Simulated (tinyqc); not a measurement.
Stretching all distances: RHF, UHF, MP2, CISD and CCSD against full CI in the sto-3g basis, for LiH, spin multiplicity 1. Computed by the program tinyqc with PySCF. Command: `OMP_NUM_THREADS=1 python tinyqc.py 110170 110171 out.jsonl`; one thread of a shared host (Intel(R) Xeon(R) Processor @ 2.60GHz), about 5 s.

Geometry (angstrom):
```
atom       x       y       z
Li    0.0000  0.0000  0.0000
H     0.0000  0.0000  1.5600
```

All coordinates are multiplied by the scale. c0^2 is the weight of the RHF determinant in the lowest singlet FCI state (UHF is spin-contaminated and may lie near states of higher spin) and n(LUMO) the first natural occupation beyond the occupied space.

Full CI energy (hartree) and errors against it (kcal/mol):
```
scale   distance 1-2 (angstrom)     E(FCI)       RHF      UHF      MP2    CISD    CCSD  <S^2> UHF    c0^2  n(LUMO)
0.9800                   1.5288  -7.882702   12.1649  12.1649   4.3939  0.0078  0.0061     0.0000  0.9765   0.0384
1.2600                   1.9656  -7.863620   18.2490  18.2490   7.5935  0.0132  0.0106     0.0000  0.9518   0.0817
1.5500                   2.4180  -7.829350   30.2568  17.4138  14.1987  0.0261  0.0221     0.7037  0.8833   0.1944
1.8300                   2.8548  -7.804332   48.2151   8.9179  23.8646  0.0483  0.0432     0.9000  0.7624   0.3937
2.1200                   3.3072  -7.791063   70.4631   3.6334  33.3356  0.0712  0.0644     0.9648  0.6444   0.6154
2.4000                   3.7440  -7.785739   90.2679   1.4877  36.5102  0.0844  0.0750     0.9871  0.5786   0.7676
2.6900                   4.1964  -7.783598  106.3567   0.6404  31.8189  0.0910  0.0799     0.9956  0.5426   0.8655
2.9700                   4.6332  -7.782832  117.6003   0.3457  21.0370  0.0940  0.0822     0.9985  0.5230   0.9225
```

UHF parts from RHF first at scale 1.55 of those listed, where <S^2> leaves zero. The weight c0^2 goes from 0.98 to 0.52 and n(LUMO) from 0.04 to 0.92: static correlation grows as the bonds break into open-shell fragments. The spread of the error along the curve, which distorts its shape, is CCSD 0.1, CISD 0.1, UHF 17.9, MP2 32.1, RHF 105.4 kcal/mol.
